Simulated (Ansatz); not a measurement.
HF, singlet in cc-pVTZ: errors against RCCSDTQ

Geometry: MP2(full)/6-31G*, from the G2/97 set.

```xyz
2

F     0.0000    0.0000    0.0000
H     0.0000    0.0000    0.9339
```

Basis cc-pVTZ; Ansatz 0.2.0. Only valence electrons are correlated (noble-gas cores frozen), which leaves 8 electrons in 43 orbitals. Prefix R: restricted or restricted open-shell reference. Active spaces: valence = (8e, 5o) chosen from the atoms' valence shells.

Full CI isn't at hand for all of this; RCCSDTQ serves as the reference, and is uncertain by about the last step of the cluster series.

The UHF ⟨S²⟩ is 0.000, the T1 diagnostic (RCCSD) is 0.0069 and the largest doubles amplitude (RCCSD) is 0.041.

```csv
level,E − E(RHF) (eV)
RMP2,-7.4175
RCCSD,-7.4747
RCCSD(T),-7.6501
```

**Question.** Estimate how far RCCSDTQ in cc-pVTZ lies from RCCSD(T). The table doesn't fix it; the size of (T) and the diagnostics are the guide.

**Answer.** RCCSDTQ in cc-pVTZ lies 0.7 kJ/mol below RCCSD(T), which is 4 % of the (T) step (-16.9 kJ/mol). The diagnostics are small and one determinant leads, so the series closes fast and only a small part of (T) is left.

The other levels:

```json
{"level": "CISD", "E − E(RCCSDTQ) (kJ/mol)": "41.6", "share of correlation (%)": "94.37", "wall time": "0.89 s"}
{"level": "BCCD(T)", "E − E(RCCSDTQ) (kJ/mol)": "0.6", "share of correlation (%)": "99.92", "wall time": "0.67 s"}
{"level": "RCCSDT", "E − E(RCCSDTQ) (kJ/mol)": "0.6", "share of correlation (%)": "99.92", "wall time": "–"}
{"level": "CISDTQ", "E − E(RCCSDTQ) (kJ/mol)": "1.2", "share of correlation (%)": "99.83", "wall time": "7 s (H100)"}
{"level": "RCCSDT(Q)", "E − E(RCCSDTQ) (kJ/mol)": "-0.1", "share of correlation (%)": "100.01", "wall time": "6 s"}
{"level": "CASSCF (valence space)", "E − E(RCCSDTQ) (kJ/mol)": "672.9", "share of correlation (%)": "8.91", "wall time": "–"}
{"level": "NEVPT2 (valence space)", "E − E(RCCSDTQ) (kJ/mol)": "75.4", "share of correlation (%)": "89.79", "wall time": "0.37 s"}
{"level": "MRCISD (valence space)", "E − E(RCCSDTQ) (kJ/mol)": "33.3", "share of correlation (%)": "95.49", "wall time": "–"}
{"level": "MRCISD+Q (valence space)", "E − E(RCCSDTQ) (kJ/mol)": "7.2", "share of correlation (%)": "99.03", "wall time": "0.91 s"}
{"level": "MRCISD+Q(relaxed) (valence space)", "E − E(RCCSDTQ) (kJ/mol)": "5.4", "share of correlation (%)": "99.26", "wall time": "0.89 s"}
```

The correlation energy at RCCSDTQ, counted from RHF, is -7.657 eV. That run took 10 s on 2 threads of AMD EPYC 7R13 with a shared H100 80 GB, shared host.

Times hold each run's SCF and search for its determinant on a shared host, so for small cases they say little of a method's own cost; rows without a card ran on 1 thread of AMD EPYC 7R13.

Natural occupations of CASSCF (valence space) about the gap: 2.000 2.000 2.000 1.979 0.022; effectively unpaired electrons, Σ n²(2−n)², 0.00.
